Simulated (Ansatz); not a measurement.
The same path of BClH2 + Cl (5 atoms, charge 0, multiplicity 2) was run 3 times with different band settings.

The calculation used UKS B3LYP/6-31G* in Ansatz.

Relaxed end points:

```xyz
5
Properties=species:S:1:pos:R:3
B 0.000 0.000 -0.118
Cl 0.000 0.000 1.636
H 1.050 0.000 -0.675
H -1.050 0.000 -0.675
Cl 0.000 0.000 5.201
```

```xyz
5
Properties=species:S:1:pos:R:3
B -0.062 0.000 0.232
Cl -1.106 -0.003 1.645
H 1.111 0.001 0.404
H -0.603 0.001 -0.826
Cl 0.661 0.001 3.915
```

Common settings: spring 5.0 eV/Å²; optimiser quadratic models (default); start path through a guess of the saddle point; end points relaxed.

| run | movable images | climbing image | force threshold | iteration limit |
| --- | --- | --- | --- | --- |
| 1 | 7 | yes | 0.05 eV/Å | 36 |
| 2 | 7 | yes | 0.5 eV/Å | 45 |
| 3 | 1 | no | 0.05 eV/Å | 60 |

**Question.** What does each run give, and how far can it be trusted?

**Answer.** Run 1: converged after 15 iterations, highest image 0.000 eV above the first end. The highest image is an end point: on this band no image between the ends rises above it. A vibrational analysis next to that end finds imaginary modes (75i cm⁻¹), so it isn't a minimum.
Run 2: converged after 6 iterations, highest image 0.000 eV above the first end. The highest image is an end point: on this band no image between the ends rises above it.
Run 3: converged after 10 iterations, highest image 0.000 eV above the first end. The highest image is an end point: on this band no image between the ends rises above it. So few images can step over the top or miss a turn of the path.
